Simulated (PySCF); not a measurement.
Mapped SMILES: `[cH:1]1[cH:2][cH:3][o:4][cH:5]1`. Hydrogens are named by the atom that carries them.

GIAO shifts from PySCF on PBE0-D3(BJ)/def2-SVP geometries (one conformer, non-relativistic, equivalent nuclei averaged), against TMS at the same level and in the same medium; PCM means IEF-PCM chloroform.

Measured (solution, CDCl3, 298 K; Fulmer et al., Organometallics 2010, 29, 2176): C3/C5 142.7, C1/C2 109.6, H(C3)/H(C5) 7.45, H(C1)/H(C2) 6.40 ppm.

**Question.** Which unscaled values do PBE0/pcSseg-1, gas; PBE0/pcSseg-1, PCM; WP04/pcSseg-1, PCM; wB97X-D/pcSseg-1, PCM give, and how close are they?

**Answer.** 
```csv
atoms,measured,"PBE0/pcSseg-1, gas","PBE0/pcSseg-1, PCM","WP04/pcSseg-1, PCM","wB97X-D/pcSseg-1, PCM"
C3/C5,142.7,146.1,147.7,148.4,149.3
C1/C2,109.6,115.4,116.3,117.8,117.4
H(C3)/H(C5),7.45,7.42,7.60,7.36,7.60
H(C1)/H(C2),6.40,6.55,6.73,6.50,6.74
```

Mean absolute error for ¹³C: PBE0/pcSseg-1, gas 4.6, PBE0/pcSseg-1, PCM 5.9, WP04/pcSseg-1, PCM 7.0, wB97X-D/pcSseg-1, PCM 7.2 ppm.

Mean absolute error for ¹H: PBE0/pcSseg-1, gas 0.09, PBE0/pcSseg-1, PCM 0.24, WP04/pcSseg-1, PCM 0.09, wB97X-D/pcSseg-1, PCM 0.24 ppm.
